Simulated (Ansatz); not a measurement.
# SiH3O+: functionals against CCSD(T) at one geometry

An exercise on one series of results from a longer session: the logs are not shown, and one member is left open.

The runs use Ansatz 0.2.0, Gaussian basis; single points in def2-TZVPP.

Correlated methods freeze the cores.

## Starting geometry

SMILES `[OH+]=[SiH2]`, 5 atoms, charge 1, spin multiplicity 1.

Atoms are counted from 1 here; the program's logs count them from 0.

Bond lengths: O1–Si2 1.649 Å, O1–H3 0.716 Å, Si2–H4 1.468 Å, Si2–H5 1.474 Å. Angles: Si2–O1–H3 147.7°, O1–Si2–H4 113.0°, O1–Si2–H5 122.3°, H4–Si2–H5 124.7°.

Geometry (Å):

| atom | x (Å) | y (Å) | z (Å) |
| --- | --- | --- | --- |
| O1 | 0.4159 | -0.9012 | 0.4836 |
| Si2 | -0.2701 | 0.4048 | -0.2524 |
| H3 | 0.9130 | -1.1501 | 0.9342 |
| H4 | -1.6140 | 0.1286 | -0.7732 |
| H5 | 0.4461 | 1.6823 | -0.4151 |

The first run:

The input, run/in.yaml:

```yaml
crystal:
  periodic: [false, false, false]
  atoms:
    - {symbol: O, position_ang: [0.415900, -0.901200, 0.483600]}
    - {symbol: Si, position_ang: [-0.270100, 0.404800, -0.252400]}
    - {symbol: H, position_ang: [0.913000, -1.150100, 0.934200]}
    - {symbol: H, position_ang: [-1.614000, 0.128600, -0.773200]}
    - {symbol: H, position_ang: [0.446100, 1.682300, -0.415100]}
basis:
  gaussian: {orbitals: def2-TZVPP}
total_charge: 1
correlation: {method: ccsd_t}
output: {forces: true}
```

No record of the launch command was kept for these runs.

Steps of the session up to this table: CCSD(T)/def2-TZVPP; PBE0-D4/def2-TZVPP; wB97M-V/def2-TZVPP; r2SCAN-D4/def2-TZVPP; PBE-D4/def2-TZVPP; HSE06-D4/def2-TZVPP; wB97X-V/def2-TZVPP.

One of the session's tables, all rows but one given; the rest of the session is left out.

```
   method  RMS force component (eV/Å)  angle to CCSD(T) forces (°)
  CCSD(T)                      12.612                    reference
  PBE0-D4                      12.634                          0.4
  wB97M-V                      12.587                          0.2
r2SCAN-D4                      12.578                          0.2
   PBE-D4                           ?                            ?
 HSE06-D4                      12.638                          0.4
  wB97X-V                      12.661                          0.2
```

Q: Estimate the row for PBE-D4 from the others.

The run gave: RMS force component (eV/Å): 12.659; angle to CCSD(T) forces (°): 0.9. In the column «RMS force component (eV/Å)» it lies between HSE06-D4 (12.638) and wB97X-V (12.661).
